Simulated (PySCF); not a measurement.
Checking a proposed structure

A compound C5H8O gives the data below (simulated from a calculation) and was assigned the structure `OCC1=CCC1`.

13C{1H} NMR (computed): δ 147.7 (CH), 146.6 (CH), 81.0 (CH), 58.2 (CH3), 40.0 (CH2).

1H NMR (300 MHz, computed): δ 6.47 (m, 1H), 6.34 (m, 1H), 4.24 (m, 1H), 3.44 (s, 3H), 2.64 (m, 1H), 2.46 (m, 1H).

All values are calculated (PySCF 2.14.0 with density-fitted response routines): geometry: GFN2-xTB, NMR shieldings at PBE0/pcSseg-1/GIAO. No solvent model, a single conformation, no relativistic terms, one averaged value for each set of equivalent atoms.

δ = σ(ref) − σ, references computed at the same level: 1H, 13C vs TMS.

Problem. Compare with the shifts computed for the proposed structure, pairing carbons in order of shift.

Solution. Numbering as in the mapped SMILES `[OH:1][CH2:2][C:3]1=[CH:4][CH2:5][CH2:6]1`. Hydrogens are named by the atom that carries them.

| atom | computed for proposal | given list | difference |
| --- | --- | --- | --- |
| C3 | 159.3 | 147.7 | +11.6 |
| C4 | 132.0 | 146.6 | -14.6 |
| C2 | 68.0 | 81.0 | -13.0 |
| C6 | 30.7 | 58.2 | -27.5 |
| C5 | 28.3 | 40.0 | -11.7 |

The rms difference is 16.8 ppm and the largest -27.5 ppm at C6 (allylic sp3 CH2). The carbon types in order of shift don't match either: C, CH, CH2, CH2, CH2 for the proposal against CH, CH, CH, CH3, CH2 in the data. The proposal doesn't fit.

Problem. Which isomer fits?

Solution. `C1=CC[C@@H]1OC`.

1. Carbon types of the structure: 3 × CH, 1 × CH2, 1 × CH3, which accounts for all hydrogens.
2. δC 147.7, 146.6: alkene CH; as expected for a trigonal carbon in a double bond.
3. δC 81.0: allylic sp3 CH bonded to O; deshielded by the electronegative neighbour.
4. δH 3.44: hydrogen on a methyl carbon bonded to O; its carbon carries O, hence the downfield position.
5. δH 2.64, 2.46: hydrogen on an allylic sp3 CH2; allylic position.

Other isomers checked: C/C=C1\C[C@H]1O (rms 26.3 ppm).

The data come from this structure; uniqueness wasn't tested. Such data don't tell enantiomers apart.

Shifts are as computed. Against solution values, carbons near 30 ppm lie about +3 ppm off and those near 130 ppm about +5 ppm (rms about the fit 2.1 ppm; single classes can miss by 10 ppm). Of 1328 compounds with measured shifts, 309 miss one by over three times the rms of a fit or turn the order of signals round; such compounds aren't used in these exercises. Signals without a measured value on file couldn't be tested in this way; 1H shifts scatter by 0.2 ppm about their fit, and single ones miss by 0.5 ppm. No couplings were computed; multiplicities are counted from neighbouring protons, with m where these are inequivalent, close in shift, in a saturated or five-membered ring or joined by F or P, and br s for small geminal =CH2 splittings.
